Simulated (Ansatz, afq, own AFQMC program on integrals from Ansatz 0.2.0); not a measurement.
## The Si2–C1 bond of C₂H₄FNSi, singlet, worked out

| atom | x (Å) | y (Å) | z (Å) |
| --- | --- | --- | --- |
| C | -0.7232 | -1.0217 | -0.1389 |
| Si | 0.6388 | 0.1257 | 0.3593 |
| F | 2.0432 | -0.3357 | -0.3060 |
| C | 0.2841 | 1.8270 | -0.3091 |
| N | 0.0316 | 2.8814 | -0.7201 |
| H | -0.5248 | -2.0401 | 0.2285 |
| H | -1.6829 | -0.6824 | 0.2814 |
| H | -0.8178 | -1.0566 | -1.2346 |
| H | 0.8397 | 0.2562 | 1.8223 |

The molecule and both fragments are relaxed with PBE0/def2-SVP; the fragments keep their bonds.

Basis def2-SVP. Noble-gas cores (and the filled d shells of Ga–Kr and In–Xe) are frozen. Ansatz 0.2.0 and our own AFQMC program on the same integrals; the CISD trial comes from CCSD amplitudes, and released means the phaseless constraint is let go. Error bars are statistical, one sigma.

Total energies in eV. CBS is CCSD(T) at the limit of def2-TZVPP/QZVPP (extrapolated itself); the highest rung of each member is named.

Cautions: C₂H₄FNSi (singlet): the released value is read at 0.90 1/Eh with a noise of 12 meV, more than in the cases checked (meV from the phaseless value at times in 1/Eh: 4 ± 10 at 0.21, -6 ± 9 at 0.42, -5 ± 10 at 0.63, 0 ± 12 at 0.90); CHFNSi (doublet): unrestricted determinant slightly spin contaminated (⟨S²⟩ 0.81 against 0.75); CH3 (doublet): full CI with its own frozen core.

```
           member  count  CCSD(T)/def2-SVP  highest rung in def2-SVP           which  CCSD(T)/CBS
  CHFNSi, doublet     +1       -13105.1266               -13105.2089        CCSDT(Q)  -13121.5783
    CH3 (doublet)     +1        -1079.8638                -1079.8769             FCI   -1082.4474
C₂H₄FNSi, singlet     -1       -14189.1595      -14189.2493 ± 0.0124  released AFQMC  -14208.4107
```

Work out the best estimate of the bond energy: the CCSD(T)/CBS difference plus the step from CCSD(T) to the highest rung.

Sums with the counts: CCSD(T)/CBS 4.3850 eV, highest rung 4.1635 eV, CCSD(T)/def2-SVP 4.1691 eV. The step is 4.1635 − 4.1691 = -0.0056 eV, so the best estimate is 4.3850 + (-0.0056) = 4.3794 eV, with sampling noise 0.012 eV. The step is under twice that noise, so its sign is open. The basis set is worth 0.216 eV of it. Zero-point, core-correlation and spin–orbit terms aren't in it. Past Ne the Hartree–Fock part of each CBS total tends to overshoot, since the cores don't follow the formula; that largely cancels in the difference.

Best estimates are given only where the step beyond CCSD(T) is under 0.3 eV and no member's determinant is very poor (T1 over 0.05, or 0.07 for open shells, ⟨S²⟩ too high by 0.3, two states mixed), so the hardest cases are missing from such tables.

CCSDT and higher add their correlation energy to the determinant of the CCSD(T) run, since their own runs factorise the integrals more tightly (a shift of under 2 meV). Each member of a difference takes its own highest rung, so a best estimate needn't equal the limit plus the step of one row. Released energies are given only where the last usable release times agree within the noise; a slower fall can still hide under it.
